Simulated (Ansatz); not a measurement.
`C=NC(C)F` from Hartree–Fock to CCSD(T)

```
atom   x (Å)   y (Å)   z (Å)
  C1  -0.132   1.704   0.883
  N2  -0.255   1.042  -0.181
  C3   0.491  -0.152  -0.371
  C4  -0.429  -1.329  -0.583
  F5   1.343  -0.449   0.694
  H6  -0.723   2.611   0.999
  H7   0.538   1.418   1.697
  H8   1.140   0.004  -1.240
  H9  -1.052  -1.473   0.302
 H10   0.156  -2.232  -0.761
 H11  -1.077  -1.142  -1.440
```

Charge 0, multiplicity 1. The structure was optimised at the PBE0-D4/def2-TZVP level. It is one conformer, not always the lowest. Frozen core, restricted reference, Ansatz 0.2.0. CBS rows extrapolate triple and quadruple zeta; past MP2 they add the triple-zeta difference.

```
     basis     HF (Eh)  MP2 corr.  CCSD corr.       (T)  CCSD(T) total
  def2-SVP  -270.75554   -0.75822    -0.80354  -0.02339     -271.58247
def2-TZVPP  -271.07483   -0.95238    -0.98549  -0.03895     -272.09927
def2-QZVPP  -271.08704   -1.02294           –         –              –
 CBS(def2)  -271.08872   -1.07521    -1.10833     as TZ     -272.23600
```
